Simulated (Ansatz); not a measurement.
# AlH7OSi: taking an electron away

An exercise on one series of results from a longer session: the logs are not shown, and one member is left open.

The runs use Ansatz 0.2.0, Gaussian basis; unrestricted cation, the program's frozen cores in correlated methods.

Levels to be run: UKS PBE-D4/def2-TZVPP; UKS r2SCAN-D4/def2-TZVPP; UKS PBE0-D4/def2-TZVPP; UKS B3LYP-D4/def2-TZVPP; UKS wB97X-V/def2-TZVPP; UKS wB97M-V/def2-TZVPP; UKS B2PLYP/def2-TZVPP; UHF-CCSD(T)/def2-TZVPP; UHF-CCSD(T)/def2-QZVPP; extrapolation to the limit; then −ε(HOMO) from the neutral's earlier runs with LDA (SPW92), PBE-D4, revPBE-D4, BLYP-D4, r2SCAN-D4, B97M-V, PBE0-D4, B3LYP-D4, r2SCANh-D4, r2SCAN0-D4, HSE06-D4, BHLYP-D4, CAM-B3LYP-D4, LC-ωPBE, ωB97X-V, ωB97M-V.

## The relaxed structure

All runs share one geometry, relaxed beforehand with PBE0-D4 in a triple-zeta def2 set.

SMILES `[AlH3-][OH+][SiH3]`, 10 atoms, charge 0, spin multiplicity 1.

Atoms are counted from 1 here; the program's logs count them from 0.

Bond lengths: Al1–O2 1.971 Å, Al1–H4 1.595 Å, Al1–H5 1.595 Å, Al1–H6 1.615 Å, O2–Si3 1.703 Å, O2–H7 0.960 Å, Si3–H8 1.474 Å, Si3–H9 1.474 Å, Si3–H10 1.486 Å. Angles: O2–Al1–H4 103.4°, O2–Al1–H5 103.2°, O2–Al1–H6 88.5°, H4–Al1–H5 118.6°, H4–Al1–H6 117.5°, H5–Al1–H6 117.5°, Al1–O2–Si3 116.9°, Al1–O2–H7 124.4°, Si3–O2–H7 118.6°, O2–Si3–H8 109.3°, O2–Si3–H9 109.5°, O2–Si3–H10 103.0°, H8–Si3–H9 113.4°, H8–Si3–H10 110.6°, H9–Si3–H10 110.5°.

Set-up of the first run:

The input, in.yaml:

```yaml
crystal:
  periodic: [false, false, false]
  atoms:
    - {symbol: Al, position_ang: [-1.137698, 0.826815, -0.907834]}
    - {symbol: O, position_ang: [0.615320, 0.029719, -0.485916]}
    - {symbol: Si, position_ang: [0.760110, -0.764063, 1.014334]}
    - {symbol: H, position_ang: [-1.595050, 0.043657, -2.219897]}
    - {symbol: H, position_ang: [-0.812811, 2.384378, -1.023513]}
    - {symbol: H, position_ang: [-1.679009, 0.282387, 0.512451]}
    - {symbol: H, position_ang: [1.387654, 0.084845, -1.053465]}
    - {symbol: H, position_ang: [-0.159411, -1.915367, 1.047814]}
    - {symbol: H, position_ang: [0.530338, 0.200187, 2.105270]}
    - {symbol: H, position_ang: [2.173757, -1.223660, 1.013756]}
basis:
  gaussian: {orbitals: def2-TZVPP}
total_charge: 1
magnetization: {spin_polarized: true, initial_magnetization: 1}
hamiltonian: {xc: pbe, dispersion: d4}
```

The run is started by

```sh
ansatz run in.yaml --threads 2 --pin off --events-out ev --progress --plain --max-ram 32768MiB --backend cpu
```

Among the steps run: Cation, UKS PBE-D4/def2-TZVPP; Cation, UKS r2SCAN-D4/def2-TZVPP; Cation, UKS PBE0-D4/def2-TZVPP; Cation, UKS B3LYP-D4/def2-TZVPP; Cation, UKS wB97X-V/def2-TZVPP; Cation, UKS wB97M-V/def2-TZVPP; Cation, UKS B2PLYP (frozen core)/def2-TZVPP; Cation, UHF-CCSD(T)/def2-TZVPP; Cation, UHF-CCSD(T)/def2-QZVPP.

One table of the session follows, with a row left open; its other results are not shown here.

For comparison, −ε(HOMO) of the neutral from earlier runs:

| functional | −ε(HOMO) (eV) |
| --- | --- |
| LDA (SPW92) | ? |
| PBE-D4 | 6.30 |
| revPBE-D4 | 6.28 |
| BLYP-D4 | 6.21 |
| r2SCAN-D4 | 6.61 |
| B97M-V | 6.74 |
| PBE0-D4 | 7.56 |
| B3LYP-D4 | 7.37 |
| r2SCANh-D4 | 7.07 |
| r2SCAN0-D4 | 7.76 |
| HSE06-D4 | 7.15 |
| BHLYP-D4 | 8.76 |
| CAM-B3LYP-D4 | 8.97 |
| LC-ωPBE | 10.37 |
| ωB97X-V | 10.02 |
| ωB97M-V | 9.80 |

Estimate the missing values for LDA (SPW92).

The run gave: −ε(HOMO) (eV): 6.33. In the column «−ε(HOMO) (eV)» it lies between PBE-D4 (6.30) and r2SCAN-D4 (6.61).
